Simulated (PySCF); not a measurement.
# Working out the ionisation energy of C

C [He] 2s2 2p2 (3P) → C+ [He] 2s2 2p1 (2P). All numbers are calculated (PySCF 2.14, the non-relativistic Hamiltonian (point nucleus), in cc-pVDZ (3s2p1d, 14 functions)). Frozen: 1s2. Energies in hartree (1 hartree = 27.21139 eV):

```
            part   C (lower)  C+ (upper)
             UHF  -37.686544  -37.289528
CCSD correlation   -0.072906   -0.066711
             (T)   -0.000926   -0.000653
```

Question: What does Hartree-Fock give?

Answer: (-37.289528) − (-37.686544) = 0.397016 hartree = 10.803 eV.

Question: What do CCSD and CCSD(T) give?

Answer: The CCSD correlation energies differ by 0.006195 hartree = 0.169 eV and the triples by 0.000273 hartree = 0.007 eV, so CCSD gives 10.972 eV and CCSD(T) 10.979 eV.

Measured between the centres of the two terms (NIST): 11.262 eV, so CCSD(T) (valence) is off by -0.283 eV.

A double-zeta basis recovers only part of the correlation energy.

What remains against the reference includes basis incompleteness, the frozen core and higher excitations.
